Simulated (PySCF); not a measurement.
Below is a simulated gas-phase C 1s photoelectron spectrum of `C[C@H](Cl)CCCl` (1,3-dichlorobutane).

Every computed line was given a Gaussian of 0.8 eV full width at half maximum and an area set by the number of equivalent atoms; the highest printed point is 100. The calculation used PySCF, delta-SCF UKS SCAN, pcX-2 on the ionised atom, pcseg-1 elsewhere, spin-free X2C.

| binding energy (eV) | intensity |
| --- | --- |
| 290.0 | 0 |
| 290.1 | 0 |
| 290.2 | 1 |
| 290.3 | 2 |
| 290.4 | 4 |
| 290.5 | 8 |
| 290.6 | 15 |
| 290.7 | 25 |
| 290.8 | 37 |
| 290.9 | 53 |
| 291.0 | 68 |
| 291.1 | 82 |
| 291.2 | 92 |
| 291.3 | 95 |
| 291.4 | 91 |
| 291.5 | 82 |
| 291.6 | 71 |
| 291.7 | 61 |
| 291.8 | 55 |
| 291.9 | 56 |
| 292.0 | 64 |
| 292.1 | 75 |
| 292.2 | 88 |
| 292.3 | 97 |
| 292.4 | 100 |
| 292.5 | 95 |
| 292.6 | 83 |
| 292.7 | 66 |
| 292.8 | 49 |
| 292.9 | 33 |
| 293.0 | 20 |
| 293.1 | 11 |
| 293.2 | 6 |
| 293.3 | 3 |
| 293.4 | 1 |
| 293.5 | 0 |
| 293.6 | 0 |

Q: Count the maxima, the lines and the sites behind this envelope.

A: The curve has 2 maxima (at 291.3 and 292.4 eV). Under it lie 4 lines from 4 inequivalent carbon sites. At this width some lines have no maximum of their own.

Q: Decompose the envelope and assign each component. Numbering: `[CH3:1][C@H:2]([Cl:3])[CH2:4][CH2:5][Cl:6]`.

A: 
```
position (eV)  relative area  line  atoms       environment
       291.17              1  C 1s     C1     methyl carbon
       291.40              1  C 1s     C4  chain CH2 carbon
       292.39              1  C 1s     C2   sp3 C–Cl carbon
       292.40              1  C 1s     C5   sp3 C–Cl carbon
```

The listed C 1s values span 1.23 eV, from C1 (bonded to C and 3 H) to C5 (bonded to Cl, C and 2 H). The values 292.39 and 292.40 eV lie too close for their order to be trusted.

The curve has no shake-up lines and no vibrational structure. Geometry: PBE0-D3(BJ)/def2-SVP, one conformer, isolated molecule.

Hardware: an x86-64 server with one thread, no GPU, shared host. Cost: 48 s wall.

Conformer computed: `[CH3:1][C@H:2]([Cl:3])[CH2:4][CH2:5][Cl:6]`: C1–C2–C4–C5 -176°, C2–C4–C5–Cl6 63°.
